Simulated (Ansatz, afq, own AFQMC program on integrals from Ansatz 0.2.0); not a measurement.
AFQMC on a folder of integrals that Ansatz 0.2.0 wrote.

```yaml
crystal:
  periodic: [false, false, false]
  atoms:
    - {symbol: Ge, position_ang: [0.000000, -0.001019, 0.785205]}
    - {symbol: Al, position_ang: [0.000000, -0.001019, -1.877890]}
    - {symbol: H, position_ang: [-1.125990, -0.001020, -0.523050]}
    - {symbol: H, position_ang: [1.125990, -0.001018, -0.523050]}
    - {symbol: H, position_ang: [0.000001, -1.403725, -2.609040]}
    - {symbol: H, position_ang: [-0.000001, 1.506482, -2.663663]}
basis:
  gaussian: {orbitals: 6-31G}
magnetization: {spin_polarized: true, initial_magnetization: 1}
correlation: {method: ccsd_t, electrons: outside_noble_gas, hamiltonian_folder: ham}
```

```sh
$ ansatz run in.yaml --threads 1 --pin off --events-out ev --progress --plain --max-ram 1382MiB
```

Options of the walk:

```
--method free --trial cisd --walkers 60 --time-step 0.03 --max-blocks 80 --target-error 0.0004 --factor-cut 1e-05 --seed 9241 --times 0,0.21,0.42,0.81,1.2,1.8,2.4,3 --taylor-order 8
```

Times are imaginary, in 1/Eh. The walk had a cap of 774 s. Filled inner d shells are frozen with the cores.

Output of the walk:

```
orbitals 31  electrons 6 5  factors 249 of 516
reference energy -2319.16679484 Eh
CCSD correlation -0.11591961 Eh in 10 cycles, weight of the determinant in the CISD state 0.9066
repeat  energy at the last time / Eh  error
    10  -2319.285932  0.000327
    20  -2319.286020  0.000199
    30  -2319.285952  0.000153
time / (1/Eh)  energy / Eh  error  mean overlap
  0.00  -2319.282931  0.000103  1.1054
  0.21  -2319.283780  0.000089  1.1171
  0.42  -2319.284422  0.000098  1.1162
  0.81  -2319.284981  0.000106  1.1192
  1.20  -2319.285417  0.000155  1.1183
  1.80  -2319.285901  0.000153  1.1028
  2.40  -2319.285891  0.000169  1.1132
  3.00  -2319.285930  0.000149  1.1193
energy -2319.285930 +/- 0.000149 Eh
```

The run passed its tests (error under three times the target), which doesn't prove that it has relaxed.

Against this walk (error 4.1 meV) on the same determinant: CCSD(T) 23.8 meV higher. The error is statistical, and a free projection of finite length keeps a remainder of its start. None of these is a sure reference here.

Cautions: remainder of the start not in the error; no relativity below Rb; no spin-orbit coupling; inner d shell frozen.

The walk took 63 s on 1 thread of Arm Neoverse V2 (shared host). The log's last line is the free-projection energy.

A walk keeps the symmetry of its determinant, which the program's search chose and which needn't be the lowest solution, so a lower state of the same spin and another symmetry isn't excluded.
